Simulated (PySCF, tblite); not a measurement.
# C₃H₆O, a complex of two parts: NMR shifts, interaction energy, spin-spin couplings and core binding energies, part 3 of 3

tblite 0.8.0 and PySCF 2.14.0. Atoms count from 0, parts from 1. The steps go on from the part before.

### 7 Indirect couplings: B3LYP/pcJ-1

Job settings and geometry (Å):

```
{"job": {"kind": "j", "xc": "B3LYP", "basis": "pcJ-1"}, "charge": 0, "multiplicity": 1, "parts": [{"atoms": "0-3", "charge": 0, "multiplicity": 1}, {"atoms": "4-9", "charge": 0, "multiplicity": 1}]}
C      0.646817     0.385340     0.116408
C     -0.402433     0.013329    -0.355625
H      1.577004     0.713905     0.542405
H     -1.337874    -0.318903    -0.768062
C      2.557173     0.748969    -3.063006
O      1.360190     0.029680    -3.174747
H      2.400770     1.768147    -2.665641
H      2.984759     0.841694    -4.070107
H      3.300208     0.234715    -2.426275
H      0.946191    -0.016060    -2.305753
```

With the program's defaults for keys left out, this is: B3LYP/pcJ-1 indirect spin-spin coupling, non-relativistic, gas phase.

Standard output:

```text
coarse grid: 8064 points
cycle   1  E = -192.9329454612  dE =  1.592e-01  |g| = 7.121e-01  |ddm| = 2.360e+00
cycle   2  E = -192.8475188451  dE =  8.543e-02  |g| = 1.008e+00  |ddm| = 1.139e+00
cycle   3  E = -193.0262568850  dE = -1.787e-01  |g| = 9.719e-02  |ddm| = 7.027e-01
cycle   4  E = -193.0278491444  dE = -1.592e-03  |g| = 3.896e-02  |ddm| = 7.256e-02
cycle   5  E = -193.0280879792  dE = -2.388e-04  |g| = 2.209e-02  |ddm| = 3.134e-02
cycle   6  E = -193.0282029637  dE = -1.150e-04  |g| = 4.962e-03  |ddm| = 1.448e-02
cycle   7  E = -193.0282087459  dE = -5.782e-06  |g| = 8.145e-04  |ddm| = 3.020e-03
final grid: 77064 points
cycle   8  E = -193.0716806384  dE = -9.379e-05  |g| = 5.475e-03  |ddm| = 1.329e-02
cycle   9  E = -193.0716779081  dE =  2.730e-06  |g| = 6.439e-03  |ddm| = 6.773e-03
cycle  10  E = -193.0716868956  dE = -8.987e-06  |g| = 7.898e-04  |ddm| = 3.676e-03
cycle  11  E = -193.0716869278  dE = -3.225e-08  |g| = 6.294e-04  |ddm| = 7.490e-04
cycle  12  E = -193.0716870025  dE = -7.466e-08  |g| = 2.097e-04  |ddm| = 4.130e-04
cycle  13  E = -193.0716870130  dE = -1.055e-08  |g| = 2.192e-05  |ddm| = 1.252e-04
cycle  14  E = -193.0716870131  dE = -8.981e-11  |g| = 7.548e-06  |ddm| = 1.665e-05
converged SCF energy = -193.0716870131

Indirect spin-spin couplings (Hz)
  i      j    bonds     total        FC       PSO       DSO        SD
  0 C    1 C    1    208.108   187.124     8.489     0.032    12.463
  0 C    2 H    1    275.537   275.577    -1.116     0.363     0.712
  0 C    3 H    2     53.927    48.526     5.831    -1.265     0.836
  0 C    5 O   99      0.208     0.183     0.131    -0.002    -0.103
  0 C    9 H   99     -0.745    -0.825    -0.767     0.619     0.228
  1 C    2 H    2     53.656    48.260     5.826    -1.263     0.832
  1 C    3 H    1    276.354   276.402    -1.117     0.354     0.714
  1 C    5 O   99      0.194     0.181     0.068    -0.008    -0.047
  1 C    9 H   99     -0.817    -0.826    -0.715     0.734    -0.009
  2 H    3 H    3     10.967     9.975     4.355    -3.364         -
  2 H    5 O   99      0.221     0.243    -0.090     0.055     0.013
  2 H    9 H   99      0.177     0.139    -0.754     0.792         -
  4 C    5 O    1     19.003    21.674    -0.990    -0.068    -1.613
  4 C    6 H    1    140.327   139.055     0.472     0.664     0.136
  4 C    7 H    1    148.900   147.723     0.370     0.641     0.166
  4 C    8 H    1    140.864   139.596     0.472     0.663     0.134
  4 C    9 H    2     -2.918    -3.038     0.770    -0.681     0.031
  5 O    6 H    2     -2.703    -2.216    -0.906     0.254     0.165
  5 O    7 H    2    -13.963   -13.306    -0.967     0.180     0.130
  5 O    8 H    2     -3.097    -2.623    -0.898     0.252     0.171
  5 O    9 H    1    -74.665   -63.123   -11.060    -0.310    -0.173
  6 H    7 H    2    -12.819   -12.780     2.586    -2.625         -
  6 H    8 H    2     -7.171    -7.161     2.598    -2.608         -
  6 H    9 H    3      2.250     2.452     0.766    -0.969         -
  7 H    9 H    3     17.253    17.355     4.566    -4.668         -
  8 H    9 H    3      0.959     1.179     1.030    -1.250         -

== part 1 alone, relaxed ==
coarse grid: 3416 points
cycle   1  E = -77.2947057177  dE =  8.527e-02  |g| = 3.217e-01  |ddm| = 1.724e+00
cycle   2  E = -77.2978215138  dE = -3.116e-03  |g| = 2.977e-01  |ddm| = 5.038e-01
cycle   3  E = -77.3207220619  dE = -2.290e-02  |g| = 1.326e-02  |ddm| = 2.059e-01
cycle   4  E = -77.3207613163  dE = -3.925e-05  |g| = 1.723e-03  |ddm| = 1.044e-02
cycle   5  E = -77.3207619004  dE = -5.841e-07  |g| = 1.266e-04  |ddm| = 1.488e-03
final grid: 33160 points
cycle   6  E = -77.3389538720  dE = -3.259e-05  |g| = 2.412e-03  |ddm| = 8.448e-03
cycle   7  E = -77.3389540759  dE = -2.039e-07  |g| = 2.144e-03  |ddm| = 3.164e-03
cycle   8  E = -77.3389552935  dE = -1.218e-06  |g| = 1.351e-04  |ddm| = 1.540e-03
cycle   9  E = -77.3389552944  dE = -8.488e-10  |g| = 9.771e-05  |ddm| = 9.998e-05
cycle  10  E = -77.3389552967  dE = -2.316e-09  |g| = 1.816e-05  |ddm| = 6.314e-05
cycle  11  E = -77.3389552968  dE = -8.100e-11  |g| = 6.845e-07  |ddm| = 9.962e-06
converged SCF energy = -77.3389552968

Indirect spin-spin couplings (Hz)
  i      j    bonds     total        FC       PSO       DSO        SD
  0 C    1 C    1    213.589   192.034     8.861     0.017    12.678
  0 C    2 H    1    273.488   273.476    -0.996     0.305     0.703
  0 C    3 H    2     53.793    48.368     5.910    -1.312     0.827
  1 C    2 H    2     53.793    48.368     5.910    -1.312     0.827
  1 C    3 H    1    273.487   273.476    -0.996     0.305     0.703
  2 H    3 H    3     11.489     9.879     4.462    -3.482     0.631

== part 2 alone, relaxed ==
coarse grid: 4656 points
cycle   1  E = -115.6322185766  dE =  6.305e-02  |g| = 6.429e-01  |ddm| = 1.607e+00
cycle   2  E = -115.5441861634  dE =  8.803e-02  |g| = 9.655e-01  |ddm| = 9.968e-01
cycle   3  E = -115.7042057726  dE = -1.600e-01  |g| = 5.073e-02  |ddm| = 6.318e-01
cycle   4  E = -115.7045694817  dE = -3.637e-04  |g| = 2.528e-02  |ddm| = 3.836e-02
cycle   5  E = -115.7047097213  dE = -1.402e-04  |g| = 5.036e-03  |ddm| = 1.727e-02
cycle   6  E = -115.7047148972  dE = -5.176e-06  |g| = 2.617e-04  |ddm| = 2.918e-03
final grid: 43904 points
cycle   7  E = -115.7298485046  dE = -6.062e-05  |g| = 4.257e-03  |ddm| = 7.163e-03
cycle   8  E = -115.7298468036  dE =  1.701e-06  |g| = 4.924e-03  |ddm| = 5.049e-03
cycle   9  E = -115.7298521025  dE = -5.299e-06  |g| = 4.790e-04  |ddm| = 2.798e-03
cycle  10  E = -115.7298521146  dE = -1.215e-08  |g| = 3.960e-04  |ddm| = 4.464e-04
cycle  11  E = -115.7298521409  dE = -2.634e-08  |g| = 9.326e-06  |ddm| = 2.197e-04
cycle  12  E = -115.7298521410  dE = -1.228e-11  |g| = 1.942e-06  |ddm| = 7.822e-06
converged SCF energy = -115.7298521410

Indirect spin-spin couplings (Hz)
  i      j    bonds     total        FC       PSO       DSO        SD
  0 C    1 O    1     18.922    21.878    -1.198    -0.062    -1.696
  0 C    2 H    1    141.992   140.765     0.464     0.618     0.145
  0 C    3 H    1    149.396   148.254     0.358     0.611     0.172
  0 C    4 H    1    142.018   140.792     0.464     0.618     0.145
  0 C    5 H    2     -2.538    -2.686     0.905    -0.794     0.038
  1 O    2 H    2     -2.592    -2.198    -0.835     0.275     0.166
  1 O    3 H    2    -14.533   -13.875    -0.973     0.189     0.126
  1 O    4 H    2     -2.605    -2.212    -0.835     0.275     0.167
  1 O    5 H    1    -72.559   -59.224   -12.759    -0.253    -0.323
  2 H    3 H    2    -12.421   -12.679     2.678    -2.738     0.317
  2 H    4 H    2     -7.103    -7.374     2.739    -2.779     0.311
  2 H    5 H    3      1.508     1.681     1.240    -1.479     0.065
  3 H    5 H    3     17.818    17.930     4.779    -4.907     0.016
  4 H    5 H    3      1.462     1.638     1.248    -1.488     0.064
```

Run time: 19 s. Hardware: 1 thread of Arm Neoverse V1, shared host; peak memory 0.88 GiB.

A choice of the couplings up to four bonds, sorted by the number of bonds; isotopes 13C, 1H, 17O:

```
 pair  bonds  J (Hz)  Fermi contact (Hz)  dihedral (°)
C1–H3      1   276.4               276.4             –
C0–H2      1   275.5               275.6             –
C0–C1      1   208.1               187.1             –
C4–H7      1   148.9               147.7             –
C4–H8      1   140.9               139.6             –
C4–H6      1   140.3               139.1             –
O5–H9      1   -74.7               -63.1             –
C4–O5      1    19.0                21.7             –
C0–H3      2    53.9                48.5             –
C1–H2      2    53.7                48.3             –
O5–H7      2   -14.0               -13.3             –
H6–H7      2   -12.8               -12.8             –
H6–H8      2    -7.2                -7.2             –
O5–H8      2    -3.1                -2.6             –
C4–H9      2    -2.9                -3.0             –
O5–H6      2    -2.7                -2.2             –
H7–H9      3    17.3                17.4          -177
H2–H3      3    11.0                10.0             –
H6–H9      3     2.2                 2.5           -58
```

The spin-dipole term was solved for some atoms only; pairs without it lack that part.

Quadrupole couplings from the field gradients of the same density:

```csv
atom,isotope,eQq/h (MHz),η
O5,17O,11.9,0.92
```

What binding changes (parts relaxed alone, same level, their own basis):

```csv
pair,alone (Hz),in the cluster,change (Hz)
C0–C1,213.6,208.1,-5.5
C1–H3,273.5,276.4,+2.9
O5–H9,-72.6,-74.7,-2.1
C0–H2,273.5,275.5,+2.0
C4–H6,142.0,140.3,-1.7
C4–H8,142.0,140.9,-1.2
```

### 8 X-ray photoelectron lines: SCAN, X2C

Settings changed since step 7:

```diff
@@ -1,2 +1,2 @@
-{"job": {"kind": "j", "xc": "B3LYP", "basis": "pcJ-1"}, "charge": 0, "multiplicity": 1, "parts": [{"atoms": "0-3", "charge": 0, "multiplicity": 1}, {"atoms": "4-9", "charge": 0, "multiplicity": 1}]}
+{"job": {"kind": "xps", "holes": 3}, "charge": 0, "multiplicity": 1, "parts": [{"atoms": "0-3", "charge": 0, "multiplicity": 1}, {"atoms": "4-9", "charge": 0, "multiplicity": 1}]}
 C      0.646817     0.385340     0.116408
```

With the program's defaults for keys left out, this is: delta-SCF UKS SCAN, pcX-2 on the ionised atom, pcseg-1 elsewhere, spin-free X2C.

Standard output:

```text
ground state, core basis on atom 0 (C), 117 functions
  cycle   1  E = -192.93580433  |g| = 6.67e-01
  cycle   2  E = -192.83871065  |g| = 9.72e-01
  cycle   3  E = -193.02709817  |g| = 1.23e-01
  cycle   4  E = -193.02989420  |g| = 4.69e-02
  cycle   5  E = -193.03005540  |g| = 3.79e-02
  cycle   6  E = -193.03043441  |g| = 4.90e-03
  cycle   7  E = -193.03044014  |g| = 1.15e-03
  cycle   8  E = -193.03044028  |g| = 3.54e-04
  E(ground) = -193.03852342 Eh
hole in C 1s of atom 0
  cycle   1  E = -181.75798390  |g| = 1.50e+00
  cycle   2  E = -176.03700692  |g| = 2.73e+00
  cycle   3  E = -181.49394539  |g| = 1.29e+00
  cycle   4  E = -182.18391947  |g| = 5.04e-01
  cycle   5  E = -182.23033284  |g| = 4.04e-01
  cycle   6  E = -182.23023016  |g| = 3.06e-01
  cycle   7  E = -182.30958993  |g| = 8.52e-02
  cycle   8  E = -182.31351071  |g| = 2.12e-02
  cycle   9  E = -182.31397071  |g| = 1.66e-02
  cycle  10  E = -182.31428793  |g| = 1.05e-02
  cycle  11  E = -182.31453602  |g| = 4.94e-03
  cycle  12  E = -182.31458682  |g| = 2.06e-03
  cycle  13  E = -182.31459383  |g| = 5.87e-04
  cycle  14  E = -182.31459449  |g| = 2.90e-04
  E(ion) = -182.32153513 Eh   <S^2> = 0.8657   hole on atom = 1.000   binding energy = 291.624 eV
ground state, core basis on atom 1 (C), 117 functions
  cycle   1  E = -193.03028121  |g| = 6.61e-02
  cycle   2  E = -193.02783269  |g| = 1.02e-01
  cycle   3  E = -193.03015338  |g| = 4.19e-02
  cycle   4  E = -193.03062517  |g| = 1.70e-03
  cycle   5  E = -193.03062601  |g| = 3.87e-04
  E(ground) = -193.03871292 Eh
hole in C 1s of atom 1
  cycle   1  E = -181.75832365  |g| = 1.50e+00
  cycle   2  E = -176.05892926  |g| = 2.67e+00
  cycle   3  E = -181.49103100  |g| = 1.27e+00
  cycle   4  E = -182.17149124  |g| = 5.23e-01
  cycle   5  E = -182.23005705  |g| = 4.02e-01
  cycle   6  E = -182.30353838  |g| = 1.03e-01
  cycle   7  E = -182.31196083  |g| = 4.03e-02
  cycle   8  E = -182.31334275  |g| = 1.61e-02
  cycle   9  E = -182.31374237  |g| = 1.11e-02
  cycle  10  E = -182.31404703  |g| = 7.10e-03
  cycle  11  E = -182.31415074  |g| = 7.17e-03
  cycle  12  E = -182.31419787  |g| = 2.12e-03
  cycle  13  E = -182.31420262  |g| = 4.89e-04
  E(ion) = -182.32110083 Eh   <S^2> = 0.8700   hole on atom = 1.000   binding energy = 291.641 eV
ground state, core basis on atom 5 (O), 117 functions
  cycle   1  E = -193.05675907  |g| = 9.28e-02
  cycle   2  E = -193.05626604  |g| = 4.74e-02
  cycle   3  E = -193.05465521  |g| = 8.98e-02
  cycle   4  E = -193.05686775  |g| = 4.81e-03
  cycle   5  E = -193.05687292  |g| = 1.44e-03
  cycle   6  E = -193.05687283  |g| = 2.43e-04
  E(ground) = -193.06263081 Eh
hole in O 1s of atom 5
  cycle   1  E = -172.47284780  |g| = 2.21e+00
  cycle   2  E = -171.86574424  |g| = 2.25e+00
  cycle   3  E = -173.19597106  |g| = 4.53e-01
  cycle   4  E = -173.24928073  |g| = 1.92e-01
  cycle   5  E = -173.26163040  |g| = 1.33e-01
  cycle   6  E = -173.27028655  |g| = 4.22e-02
  cycle   7  E = -173.27126500  |g| = 4.75e-03
  cycle   8  E = -173.27127743  |g| = 1.17e-03
  cycle   9  E = -173.27127891  |g| = 6.13e-04
  cycle  10  E = -173.27127851  |g| = 2.36e-04
  E(ion) = -173.27720521 Eh   <S^2> = 0.7617   hole on atom = 1.000   binding energy = 538.389 eV

== part 1 alone, relaxed ==
ground state, core basis on atom 0 (C), 69 functions
  cycle   1  E = -77.28475630  |g| = 3.71e-01
  cycle   2  E = -77.27979982  |g| = 3.87e-01
  cycle   3  E = -77.32054992  |g| = 1.87e-02
  cycle   4  E = -77.32033516  |g| = 3.41e-02
  cycle   5  E = -77.32064907  |g| = 1.41e-03
  cycle   6  E = -77.32064962  |g| = 2.30e-04
  E(ground) = -77.32180190 Eh
hole in C 1s of atom 0
  cycle   1  E = -66.06713688  |g| = 1.50e+00
  cycle   2  E = -65.23403990  |g| = 1.85e+00
  cycle   3  E = -66.22943485  |g| = 9.15e-01
  cycle   4  E = -66.58357602  |g| = 2.43e-01
  cycle   5  E = -66.61583245  |g| = 4.12e-02
  cycle   6  E = -66.61727352  |g| = 1.45e-02
  cycle   7  E = -66.61782736  |g| = 9.81e-03
  cycle   8  E = -66.61819248  |g| = 5.63e-03
  cycle   9  E = -66.61827004  |g| = 1.54e-03
  cycle  10  E = -66.61827294  |g| = 3.34e-04
  E(ion) = -66.61835154 Eh   <S^2> = 0.8690   hole on atom = 1.000   binding energy = 291.256 eV
ground state, core basis on atom 1 (C), 69 functions
  cycle   1  E = -77.32036257  |g| = 6.43e-02
  cycle   2  E = -77.31837390  |g| = 9.26e-02
  cycle   3  E = -77.32010414  |g| = 4.49e-02
  cycle   4  E = -77.32064855  |g| = 1.73e-03
  cycle   5  E = -77.32064940  |g| = 3.80e-04
  E(ground) = -77.32180509 Eh
hole in C 1s of atom 1
  cycle   1  E = -66.06717198  |g| = 1.50e+00
  cycle   2  E = -65.23443682  |g| = 1.85e+00
  cycle   3  E = -66.22909923  |g| = 9.15e-01
  cycle   4  E = -66.58360538  |g| = 2.43e-01
  cycle   5  E = -66.61583337  |g| = 4.12e-02
  cycle   6  E = -66.61727372  |g| = 1.45e-02
  cycle   7  E = -66.61782807  |g| = 9.81e-03
  cycle   8  E = -66.61819252  |g| = 5.63e-03
  cycle   9  E = -66.61826996  |g| = 1.54e-03
  cycle  10  E = -66.61827322  |g| = 3.34e-04
  E(ion) = -66.61835174 Eh   <S^2> = 0.8690   hole on atom = 1.000   binding energy = 291.256 eV

== part 2 alone, relaxed ==
ground state, core basis on atom 1 (O), 79 functions
  cycle   1  E = -115.67449108  |g| = 6.98e-01
  cycle   2  E = -115.50005949  |g| = 1.21e+00
  cycle   3  E = -115.75899425  |g| = 8.03e-02
  cycle   4  E = -115.75988927  |g| = 3.47e-02
  cycle   5  E = -115.76017518  |g| = 9.83e-03
  cycle   6  E = -115.76019381  |g| = 1.52e-03
  cycle   7  E = -115.76019288  |g| = 1.22e-04
  E(ground) = -115.76206981 Eh
hole in O 1s of atom 1
  cycle   1  E = -95.16223244  |g| = 2.21e+00
  cycle   2  E = -94.86364166  |g| = 2.10e+00
  cycle   3  E = -95.92145948  |g| = 3.49e-01
  cycle   4  E = -95.95048716  |g| = 5.03e-02
  cycle   5  E = -95.95120032  |g| = 2.61e-02
  cycle   6  E = -95.95150865  |g| = 6.08e-03
  cycle   7  E = -95.95152555  |g| = 1.21e-03
  cycle   8  E = -95.95152653  |g| = 3.25e-04
  E(ion) = -95.95408472 Eh   <S^2> = 0.7617   hole on atom = 1.000   binding energy = 539.003 eV
```

It took 23 s on 1 thread of Arm Neoverse V1, shared host; peak memory 0.41 GiB.

The holes in one table. −ε is the ground-state orbital energy:

| hole | stands for | environment | ΔSCF (eV) | −ε (eV) | ⟨S²⟩ |
| --- | --- | --- | --- | --- | --- |
| C1s on C0 | C0 | carbon bonded to C, H | 291.62 (doubtful) | 274.4 | 0.866 |
| C1s on C1 | C1 | carbon bonded to C, H | 291.64 (doubtful) | 274.4 | 0.870 |
| O1s on O5 | O5 | oxygen bonded to C, H | 538.39 | 516.1 | 0.762 |

Doubtful: the ion did not converge, its hole moved, or its ⟨S²⟩ is well above 0.75.

Against the parts alone, each relaxed by itself:

| hole | alone (eV) | in the cluster | change (eV) |
| --- | --- | --- | --- |
| O1s on O5 | 539.00 | 538.39 | -0.61 |

### 9 Side by side

Energies in kcal/mol, with wall time:

```csv
run,counterpoise,BSSE,electrostatic,Pauli,orbital,dispersion,time
wB97M-D3(BJ)/def2-TZVPD,-2.94,0.08,-3.90,3.97,-1.86,-1.23,51 s
PBE0-D3(BJ)/def2-TZVPD,-3.14,0.07,-3.78,3.60,-2.09,-0.94,21 s
```

### 10 Outcome

The summary covers parts 1 to 3.

```
                                                   quantity                                                                                   value
                                  binding energy (GFN2-xTB)                                                                          -2.24 kcal/mol
                                                point group                                                                                      C1
                       rotational constants (main isotopes)                                                                   16.60, 2.75, 2.41 GHz
                         shieldings of C, H (PBE0/pcSseg-2)  C1 105.2, C0 105.4, C4 131.9, H6 27.8, H7 27.9, H8 27.9, H2 29.6, H3 29.7 ppm and more
                            largest proton shift on binding                                                                           H9, +1.97 ppm
 interaction energy, counterpoise (wB97M-D3(BJ)/def2-TZVPD)                                                                          -2.94 kcal/mol
                                        superposition error                                                                           0.08 kcal/mol
                          binding energy (with deformation)                                                                          -2.80 kcal/mol
                largest coupling of the table (B3LYP/pcJ-1)                                                            $^{1}J$(C,H) C1–H3, 276.4 Hz
                           O1s binding energies, SCAN/pcX-2                                                                            O5 538.39 eV
range of the interaction energy over the runs of this table                                                                 -3.14 to -2.94 kcal/mol
```

At its xTB geometry the search ends with the contact C1···H9 (inside the van der Waals sum, 2.25 Å); 6 starts can't prove it the lowest minimum. A later relaxation moves these distances. The start of the PBE0/def2-SVPD relaxation was shaken at random by about 0.01 Å, so part of the energy gained, and of the first lengths quoted, undoes that. The optimisation took 5 steps and gained 0.174 eV; among the close pairs (by a distance rule), C1–H3 changed most, from 1.016 to 1.075 Å. Hydrogens of an XH3 group are listed apart at this fixed geometry; free rotation makes them one line at their mean. On binding (GIAO PBE0/pcSseg-2 NMR shielding, non-relativistic, gas phase), H9 moves most among the protons, 1.97 ppm downfield. The attractive terms split as electrostatic 56 %, orbital 27 %, dispersion 18 %, against 3.97 kcal/mol of Pauli repulsion. Of the pairs tabulated at B3LYP/pcJ-1, C1–H3 couples most strongly (276.4 Hz; Fermi contact 276.4 Hz). Binding moves the O1s level of O5 by -0.61 eV. The interaction energy runs from -3.14 (PBE0-D3(BJ)/def2-TZVPD) to -2.94 kcal/mol (wB97M-D3(BJ)/def2-TZVPD).
